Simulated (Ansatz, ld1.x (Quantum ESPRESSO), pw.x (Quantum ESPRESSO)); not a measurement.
**tungsten (W) (sc): variants of one TM potential in the solid**

| Property | Result |
| --- | --- |
| Element | W |
| Generator | ld1.x (Quantum ESPRESSO) 7.5 |
| Type | norm-conserving Troullier–Martins (Kleinman–Bylander form) |
| Functional | LDA (PW92) |
| Relativity | scalar-relativistic |
| Frozen core | [Xe] 4f14 |
| Valence charge | 6 |
| Reference configuration | 5d4 6s2 6p0 |
| Partial waves | 6p (bound, empty): rc 3.65 bohr; 5d (bound): rc 2.15 bohr; 6s (bound): rc 2.30 bohr |
| Local potential | the s channel |
| Core correction | none |

Crystal test: sc W in pw.x 7.5, no spin, 13³ k-points, Fermi–Dirac smearing 0.01 Ry, cutoffs set for each file from its atomic test. The reference is all-electron LAPW (Ansatz 0.2.0) with the same functional, mesh and smearing; V0 and B0 come from Birch–Murnaghan fits to the pressures at five volumes. Errors are pseudo minus all-electron; Δ is the rms difference of the E(V) curves that follow from these fits, minima aligned, over ±6 % about the mean V0. Mesh and smearing are coarse, so the numbers serve the comparison and aren't converged zero-temperature values; the lattice is a test structure that the element need not adopt.

All-electron: a0 = 2.590 Å (V0 = 17.36 Å³/atom), B0 = 240.5 GPa.

Base: The largest radius (3.65 bohr) exceeds half the bond length (2.45 bohr), so the spheres overlap, which is one possible source of error among others.

1 further variants are left out: they gave no file fit for a test, a broken result, the same result as the base, or pressures whose basis-set error rivals the error shown.

```csv
change,cutoffs (Ry),pw.x,a0 (Å),a0 error (%),B0 error (%),Δ (meV/atom),mean pressure error (GPa)
base,45/180,converged,2.591,+0.07,-2.7,2.0,+0.53
"all radii scaled by about 0.80 (s 1.84, p 2.92, d 1.72 bohr)",110/440,converged,2.571,-0.71,-1.2,19.5,-4.73
"all radii scaled by about 1.09 (s 2.50, p 3.96, d 2.34 bohr)",45/180,converged,2.600,+0.40,-3.2,10.9,+2.84
"all radii scaled by about 1.18 (s 2.72, p 4.30, d 2.54 bohr)",45/180,converged,2.611,+0.82,-3.4,22.1,+5.83
```

Give the row for: all radii scaled by about 1.39 (s 3.20, p 5.06, d 2.98 bohr).

pw.x: converged; mean pressure error (GPa): +6.44; a0 (Å): 2.614; a0 error (%): +0.93; B0 error (%): -6.8; Δ (meV/atom): 24.6.
